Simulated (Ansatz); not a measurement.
C3H4FN (`C=C=C(N)F`) at its PBE0-D4/def2-TZVP geometry, where that method's forces vanish. The species carries charge 0 and has multiplicity 1.

```
atom   x (Å)   y (Å)   z (Å)
  C1  -1.619  -0.759   0.580
  C2  -0.636  -0.036   0.131
  C3   0.357   0.638  -0.384
  N4   1.665   0.232  -0.574
  F5   0.163   1.876  -0.868
  H6  -1.958  -0.692   1.612
  H7  -2.154  -1.460  -0.059
  H8   2.341   0.897  -0.219
  H9   1.840  -0.696  -0.220
```

For each bond, give half the difference of the two atoms' forces along it (eV/Å; positive pushes the atoms apart) under PBE-D4, r2SCAN-D4, B3LYP-D4, ωB97M-V in def2-TZVPP. (Estimate.)

Ansatz gave: 
```
 bond  length (Å)  PBE-D4  r2SCAN-D4  B3LYP-D4  ωB97M-V
C1–C2       1.301    0.10       0.02      0.06     0.17
C1–H6       1.088    0.06      -0.01     -0.05    -0.12
C1–H7       1.089    0.05      -0.02     -0.06    -0.12
C2–C3       1.306    0.05      -0.06     -0.20    -0.22
C3–N4       1.383   -0.04       0.03      0.17     0.28
C3–F5       1.344    0.57       0.35      0.40     0.20
N4–H8       1.012    0.21       0.00     -0.04    -0.11
N4–H9       1.008    0.20       0.01     -0.05    -0.09
```

B3LYP here is the variant with VWN-RPA as its local correlation; programs differ in this.
